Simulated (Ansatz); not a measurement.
GeH⁺, triplet: reading a ladder of total energies

Geometry: that of the GeH, quartet, kept fixed.

```xyz
2

Ge    0.0000    0.0000    0.0000
H     0.0000    0.0000    1.5719
```

Basis cc-pVTZ; Ansatz 0.2.0. Only valence electrons are correlated (noble-gas cores and the filled d shells of p-block atoms frozen), which leaves 4 electrons in 43 orbitals. R marks a restricted (for open shells ROHF) determinant. No spin–orbit coupling is included, and no scalar relativity.

Full CI is exact within this basis and frozen core; it isn't the basis-set limit.

Runs differ by some tens of microhartree through their thresholds and, for an open shell, their frozen cores, so steps under 0.03 kcal/mol mean nothing.

| level | total energy (hartree) |
| --- | --- |
| RHF | -2075.597392 |
| RMP2 | -2075.649055 |
| RCCSD | -2075.664705 |
| RCCSD(T) | -2075.666387 |
| RCCSDT | -2075.666857 |
| RCCSDT(Q) | -2075.666880 |
| full CI | -2075.666826 |

Q: What is the correlation energy at full CI, and what share of it do RMP2 and RCCSD(T) recover?

A: E(corr) = -2075.666826 − (-2075.597392) = -0.069434 hartree = -1.889 eV. RMP2: -0.051663 / -0.069434 = 74.41 %. RCCSD(T): -0.068995 / -0.069434 = 99.37 %.

Q: By how many kcal/mol does RCCSD(T) miss full CI (1 hartree = 627.509 kcal/mol), and which steps make up the rest?

A: -2075.666387 − (-2075.666826) = 0.000439 hartree = 0.28 kcal/mol. Steps: RCCSDT − RCCSD(T) = -0.29, RCCSDT(Q) − RCCSDT = -0.01, full CI − RCCSDT(Q) = 0.03 kcal/mol. That is within 1 kcal/mol of the reference in this basis, which itself misses far more of the correlation at the basis-set limit.
